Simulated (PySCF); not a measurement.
**CO: energy against distance**

Set-up: PySCF, spin-free X2C with a Gaussian nucleus, basis sets C jorge-DZP-DKH, O jorge-DZP-DKH. Energies in eV from C + O in their ground configurations at the same level. State: ¹Σ⁺ (singlet), closed shell.

All columns are BP86. A positive dipole means C(−)O(+).

```
R (Å)   E (eV)  μ (D)  Mulliken charge on C (basis-dependent)  HOMO (eV)  LUMO (eV)  Mayer bond order  ⟨S²⟩
0.980   -8.714   0.77                                   -0.14      -8.35      -0.06              2.74  0.00
1.026  -10.025   0.62                                   -0.10      -8.51      -0.63              2.70  0.00
1.072  -10.797   0.47                                   -0.07      -8.66      -1.18              2.66  0.00
1.106  -11.107   0.36                                   -0.04      -8.76      -1.56              2.63  0.00
1.140  -11.237   0.24                                   -0.01      -8.86      -1.92              2.61  0.00
1.174  -11.225   0.12                                    0.01      -8.95      -2.26              2.58  0.00
1.220  -11.040  -0.03                                    0.05      -9.06      -2.69              2.55  0.00
1.277  -10.615  -0.23                                    0.09      -9.17      -3.16              2.52  0.00
1.345   -9.927  -0.45                                    0.13      -9.26      -3.67              2.49  0.00
1.436   -8.861  -0.74                                    0.17      -9.33      -4.24              2.46  0.00
```

A fit through these points gives, at Re = 1.154 Å, μ = 0.19 D and dμ/dR = -3.43 D/Å; the reduced mass is 6.856 u.

**Question.** How strong is the fundamental in the double-harmonic approximation, I = 42.26·(dμ/dR)²/μred km/mol?

**Answer.** I = 42.26·(-3.43)²/6.856 = 72.5 km/mol at BP86.
